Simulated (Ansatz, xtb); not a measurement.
Redistribution: C2H5Cl + C4H5N → C2H6 + C4H4ClN

Species: C2H5Cl (chloroethane) `CCCl`, singlet; C4H5N (pyrrole) `c1cc[nH]c1`, singlet; C2H6 (ethane) `CC`, singlet; C4H4ClN `Clc1ccc[nH]1`, singlet. The partners trade Cl for H; both sit on C, so the bond types are kept.

Shapes, held fixed at every level: PBE0-D4/def2-TZVP. Programs: Ansatz 0.2.0, xtb 6.7.1. The zero-point and thermal change to 298 K, harmonic and unscaled (PBE0-D4/def2-TZVP), is -1.9 kJ/mol.

Estimate ΔH(298 K) of this reaction.

The highest level, CCSD(T)/CBS estimate, gives ΔH(298 K) = +8.0 kJ/mol; the levels span -29.2 to +8.0. They disagree on the sign: 6 of 8 are positive. The column of differences is taken from that level and isn't an error. No measured value is set beside it here. The CBS estimate extrapolates MP2 from def2-TZVPP and def2-QZVPP and adds CCSD(T) − MP2 in the triple-zeta set, cores frozen. Times are processor times on shared x86 and Arm servers, and rough.

| level | kind | ΔH(298 K) (kJ/mol) | less CCSD(T)/CBS estimate | CPU time (sum over the molecules) |
| --- | --- | --- | --- | --- |
| GFN1-xTB | semi-empirical | -29.2 | -37.2 | 0.17 s |
| PBE-D4/def2-TZVPP | GGA | +0.6 | -7.4 | 18 s |
| BHLYP-D4/def2-TZVPP | global hybrid | +6.6 | -1.4 | 23 s |
| PBE0-D4/def2-TZVPP | global hybrid | +2.4 | -5.6 | 23 s |
| r2SCAN0-D4/def2-TZVPP | global hybrid | +4.1 | -3.9 | 36 s |
| CCSD(T)/def2-SVP | coupled cluster or CI | -0.7 | -8.7 | 36 s |
| CCSD(T)/def2-TZVPP | coupled cluster or CI | +5.7 | -2.3 | 14 min |
| CCSD(T)/CBS estimate | coupled cluster or CI | +8.0 | 0.0 | 27 min |
